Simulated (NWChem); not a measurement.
# One shape, several levels: CH7AlSi (AlH2(CH2SiH3))

We compute a comparison of 3 runs (HF/STO-3G, HF/3-21G, B3LYP/6-31G*) of CH7AlSi (AlH2(CH2SiH3)). 

The results are computed with NWChem 7.3.0.

## 1. The system as given

CH7AlSi: 10 atoms, total charge 0, spin state singlet. As SMILES, `[H][Al]([H])[CH2][SiH3]`. The shape comes from GFN2-xTB, which is rough for such elements, and wasn't checked as a minimum.

Bond lengths: Al1–C4 1.984 Å, C4–Si5 1.909 Å, Al1–H2 1.553 Å, Al1–H3 1.553 Å, C4–H6 1.099 Å, C4–H7 1.100 Å, Si5–H8 1.468 Å, Si5–H9 1.467 Å, Si5–H10 1.468 Å. Some angles: Al1–C4–Si5 114.7°, Al1–C4–H6 110.7°, Al1–C4–H7 110.1°, Si5–C4–H6 107.6°, Si5–C4–H7 107.5°, H2–Al1–C4 123.5°, H3–Al1–C4 123.9°, C4–Si5–H8 109.7°, C4–Si5–H9 109.9°, C4–Si5–H10 110.4°.

## 2. Energy and gradient at HF/STO-3G (run 1)

run.py

```python
from ase import Atoms
from ase.calculators.nwchem import NWChem

atoms = Atoms(['Al', 'H', 'H', 'C', 'Si', 'H', 'H', 'H', 'H', 'H'], positions=[
    [0.863470, 1.444920, -0.703480],
    [2.412890, 1.542710, -0.653980],
    [0.177780, 2.838410, -0.719460],
    [-0.125200, -0.275010, -0.727090],
    [-0.596080, -0.948360, 0.996210],
    [-1.051590, -0.183460, -1.312080],
    [0.472630, -1.047700, -1.232800],
    [0.617690, -1.164840, 1.792240],
    [-1.457120, 0.015840, 1.690680],
    [-1.314470, -2.222510, 0.869770],
])

calc = NWChem(
    label='ch7alsi',
    theory='scf',
    memory='2200 mb',
    basis='STO-3G',
    basispar='spherical bse',
    scf={'nopen': '0', 'rhf': None, 'thresh': '1e-08', 'maxiter': '80'},
)
atoms.calc = calc

forces = atoms.get_forces()
print("Total energy (eV):", round(atoms.get_potential_energy(), 6))
print("forces (eV/A):")
for s, f in zip(atoms.symbols, forces):
    print(f"{s:2s} {f[0]:10.5f} {f[1]:10.5f} {f[2]:10.5f}")
print("dipole (e A):", atoms.get_dipole_moment().round(4))
```

Launch:

```sh
export ASE_NWCHEM_COMMAND="nwchem PREFIX.nwi > PREFIX.nwo"
python run.py
```

What it wrote:

```text
Total energy (eV): -15404.353317
forces (eV/A):
Al    0.29701    0.50430   -0.04278
H    -1.72968   -0.49689   -0.04433
H     0.42135   -1.74933    0.01723
C     0.46974    0.76696    0.42212
Si    0.01579   -0.02041   -0.26493
H     0.60133    0.03687    0.38741
H    -0.34412    0.54435    0.35327
H    -1.06259    0.18712   -0.56518
H     0.73919   -0.83628   -0.48136
H     0.59197    1.06331    0.21854
dipole (e A): [-0.0132 -0.0243 -0.0776]
```

The calculator wrote ch7alsi.nwi:

```
title "ch7alsi"

permanent_dir ch7alsi

scratch_dir ch7alsi

start ch7alsi

geometry units angstrom nocenter noautosym noautoz
  Al 8.6346999999999996e-01 1.4449200000000000e+00 -7.0347999999999999e-01
  H  2.4128900000000000e+00 1.5427100000000000e+00 -6.5398000000000001e-01
  H  1.7777999999999999e-01 2.8384100000000001e+00 -7.1945999999999999e-01
  C  -1.2520000000000001e-01 -2.7500999999999998e-01 -7.2709000000000001e-01
  Si -5.9608000000000005e-01 -9.4835999999999998e-01 9.9621000000000004e-01
  H  -1.0515900000000000e+00 -1.8346000000000001e-01 -1.3120799999999999e+00
  H  4.7262999999999999e-01 -1.0477000000000001e+00 -1.2327999999999999e+00
  H  6.1768999999999996e-01 -1.1648400000000001e+00 1.7922400000000001e+00
  H  -1.4571200000000000e+00 1.5840000000000000e-02 1.6906800000000000e+00
  H  -1.3144700000000000e+00 -2.2225100000000002e+00 8.6977000000000004e-01
end

memory 2200 mb

basis spherical bse noprint
   * library STO-3G
end

scf
  nopen 0
  rhf
  thresh 1e-08
  maxiter 80
end

task scf gradient
```

ch7alsi.nwo, shortened:

```text
[...]
      One-electron energy =  -1051.813755982936
[... 1 line left out ...]
 Nuclear repulsion energy =    132.255032960307
[... 38 lines left out ...]
                       ROHF Final Molecular Orbital Analysis
[... 191 lines left out ...]
     1   1 0 0     -0.025026      0.000000      3.754130
[...]
  wavefunction    =   RHF
                         RHF ENERGY GRADIENTS
    atom               coordinates                        gradient
                 x          y          z           x          y          z
   1 Al      1.631722   2.730503  -1.329384   -0.005776  -0.009807   0.000832
   2 H       4.559701   2.915299  -1.235843    0.033637   0.009663   0.000862
   3 H       0.335955   5.363817  -1.359582   -0.008194   0.034019  -0.000335
[... 6 lines of this table left out ...]
  10 H      -2.483988  -4.199935   1.643627   -0.011512  -0.020678  -0.004250
[...]
```

It took 2.9 s on 1 thread of Intel Xeon Platinum 8488C (Sapphire Rapids), shared host; peak memory 0.1 GiB.

## 3. Energy and forces at HF/3-21G (run 2)

m1.nw

```
start m1
memory total 2200 mb

geometry units angstroms noautosym nocenter noautoz
   Al       0.863470       1.444920      -0.703480
   H        2.412890       1.542710      -0.653980
   H        0.177780       2.838410      -0.719460
   C       -0.125200      -0.275010      -0.727090
   Si      -0.596080      -0.948360       0.996210
   H       -1.051590      -0.183460      -1.312080
   H        0.472630      -1.047700      -1.232800
   H        0.617690      -1.164840       1.792240
   H       -1.457120       0.015840       1.690680
   H       -1.314470      -2.222510       0.869770
end

basis spherical bse
   * library 3-21G
end

scf
   thresh 1e-08
   maxiter 80
end

task scf gradient
```

Launch:

```sh
nwchem m1.nw > m1.out
```

What it wrote:

```text
[...]
  functions       =    49
[...]
  wavefunction    = RHF
[...]
         Total SCF energy =   -569.679278281452
      One-electron energy =  -1052.725870492004
      Two-electron energy =    350.791559250245
 Nuclear repulsion energy =    132.255032960307
        Time for solution =      1.6s
[...]
                         RHF ENERGY GRADIENTS
    atom               coordinates                        gradient
                 x          y          z           x          y          z
   1 Al      1.631722   2.730503  -1.329384    0.005755   0.010020   0.002805
   2 H       4.559701   2.915299  -1.235843   -0.015795   0.003799  -0.000743
   3 H       0.335955   5.363817  -1.359582    0.011247  -0.011817   0.000073
   4 C      -0.236594  -0.519694  -1.374001    0.000223   0.002217   0.008905
   5 Si     -1.126428  -1.792141   1.882564   -0.000431   0.000397   0.011457
   6 H      -1.987217  -0.346689  -2.479472   -0.005063  -0.002005  -0.004220
   7 H       0.893141  -1.979866  -2.329654    0.001691  -0.005474  -0.004038
   8 H       1.167265  -2.201228   3.386843   -0.006783   0.001073  -0.006645
   9 H      -2.753558   0.029933   3.194922    0.004869  -0.005569  -0.005979
  10 H      -2.483988  -4.199935   1.643627    0.004287   0.007359  -0.001615
[...]
```

Wall time 2.8 s (1 thread of Intel Xeon Platinum 8488C (Sapphire Rapids), shared host); peak memory 0.1 GiB.

## 4. Energy and gradient at B3LYP/6-31G(d) (Cartesian functions) (run 3)

test.nw

```
start test
title "AlH2(CH2SiH3)"
memory stack 880 mb heap 220 mb global 1100 mb
charge 0
geometry units angstrom noautosym nocenter noautoz
   Al       0.863470       1.444920      -0.703480
   H        2.412890       1.542710      -0.653980
   H        0.177780       2.838410      -0.719460
   C       -0.125200      -0.275010      -0.727090
   Si      -0.596080      -0.948360       0.996210
   H       -1.051590      -0.183460      -1.312080
   H        0.472630      -1.047700      -1.232800
   H        0.617690      -1.164840       1.792240
   H       -1.457120       0.015840       1.690680
   H       -1.314470      -2.222510       0.869770
end
basis "ao basis" cartesian
   * library 6-31G*
end
dft
   xc b3lyp
   grid xfine
   convergence energy 1e-08
   maxiter 100
   mulliken
   noprint "final vectors analysis"
end
task dft gradient
```

Launch:

```sh
nwchem test.nw > test.out
```

What it wrote:

```text
[...]
          Wavefunction type:  closed shell.
          No. of atoms     :    10
          No. of electrons :    40
[...]
          Charge           :     0
          Spin multiplicity:     1
[...]
          AO basis - number of functions:    67
[...]
              XC Information
              --------------
                         B3LYP Method XC Potential
                     Hartree-Fock (Exact) Exchange  0.200
                        Slater Exchange Functional  0.800 local
                    Becke 1988 Exchange Functional  0.720 non-local
              Lee-Yang-Parr Correlation Functional  0.810
                  VWN I RPA Correlation Functional  0.190 local
[...]
 d= 0,ls=0.0,diis     1   -574.2002814604 -7.06D+02  9.81D-03  2.92D-01     3.7
[...]
 d= 0,ls=0.0,diis     8   -574.2292764030 -5.99D-10  1.05D-06  3.34D-09    24.6
         Total DFT energy =     -574.229276402973
      One electron energy =    -1056.848411506631
           Coulomb energy =      398.013984609502
    Exchange-Corr. energy =      -47.649882466151
 Nuclear repulsion energy =      132.255032960307
[...]
      Total Density - Mulliken Population Analysis
     ---------------------------------------------
    Atom       Charge   Shell Charges
 -----------   ------   -------------------------------------------------------
    1 Al  13    12.57   2.00  1.99  5.96  0.97  1.18  0.20  0.20  0.06
    2 H    1     1.10   0.50  0.60
    3 H    1     1.10   0.50  0.60
    4 C    6     6.73   1.99  0.66  2.08  0.71  1.27  0.01
    5 Si  14    13.64   2.00  1.99  5.96  1.02  1.91  0.25  0.38  0.14
    6 H    1     0.82   0.51  0.31
    7 H    1     0.82   0.51  0.31
    8 H    1     1.07   0.52  0.55
    9 H    1     1.07   0.52  0.55
   10 H    1     1.07   0.52  0.55
[...]
  wavefunction    = closed shell
                         DFT ENERGY GRADIENTS
    atom               coordinates                        gradient
                 x          y          z           x          y          z
   1 Al      1.631722   2.730503  -1.329384    0.005935   0.010288   0.000974
   2 H       4.559701   2.915299  -1.235843   -0.011620   0.003955  -0.000528
   3 H       0.335955   5.363817  -1.359582    0.009293  -0.008122   0.000119
   4 C      -0.236594  -0.519694  -1.374001   -0.001208  -0.001453  -0.003017
   5 Si     -1.126428  -1.792141   1.882564   -0.004004  -0.005234   0.018157
   6 H      -1.987217  -0.346689  -2.479472    0.000510  -0.002271  -0.001593
   7 H       0.893141  -1.979866  -2.329654   -0.001639  -0.000814  -0.001875
   8 H       1.167265  -2.201228   3.386843   -0.006015   0.001360  -0.005751
   9 H      -2.753558   0.029933   3.194922    0.004666  -0.004737  -0.005148
  10 H      -2.483988  -4.199935   1.643627    0.004081   0.007027  -0.001336
[...]
```

Wall time 33 s (1 thread of Intel Xeon Platinum 8488C (Sapphire Rapids), shared host); peak memory 0.15 GiB.

## 5. The series

```tsv
run	level	Cartesian functions	iteration cap	energy (Eh)	dipole moment (D)	HOMO energy (eV)	LUMO energy (eV)	wall time
1	HF/STO-3G	no	80	-566.099548	0.40	-8.44	8.81	2.9 s
2	HF/3-21G	no	80	-569.679278	0.90	-10.87	1.29	2.8 s
3	B3LYP/6-31G* (Cartesian functions)	yes	100	-574.229276	0.97	–	–	33 s
```

## 6. Summary of results

| quantity | value |
| --- | --- |
| run 3: total energy | -574.22928 Eh |
| run 3: dipole moment | 0.97 D |
| run 3: largest force on an atom | 0.993 eV/Å |

What this shows: The dipole moment (its size) runs from 0.40 D (HF/STO-3G) to 0.97 D (B3LYP/6-31G*). The two ends differ in method and basis. In run 1 the basis is minimal, so the values are rough. All runs together took 39 s, the longest 33 s.
